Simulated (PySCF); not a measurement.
How methods differ on the ionisation energy of P

P [Ne] 3s2 3p3 (4S) → P⁺ [Ne] 3s2 3p2 (3P), as a difference of total energies. Calculation: PySCF 2.14, in aug-cc-pVDZ-DK (5s4p2d, 27 functions); scalar relativity by spin-free X2C-1e. Correlated levels: valence: [Ne] frozen. The calculations carry no spin-orbit coupling.

| method | ionisation energy (eV) |
| --- | --- |
| UHF | 9.930 |
| r2SCAN | 10.646 |
| M06-2X | 10.324 |
| MP2 (valence) | 10.382 |
| SCS-MP2 (valence) | 10.225 |
| CCSD (valence) | 10.314 |
| CCSD(T) (valence) | 10.328 |

Question: How much does correlation contribute at CCSD(T) (valence)?

Answer: 10.328 − (9.930) = 0.398 eV, measured against UHF.

Errors of the correlated levels include the incompleteness of this basis and the frozen core.

For comparison: 10.526 eV (measured; NIST levels, between the centres of gravity of the two terms).
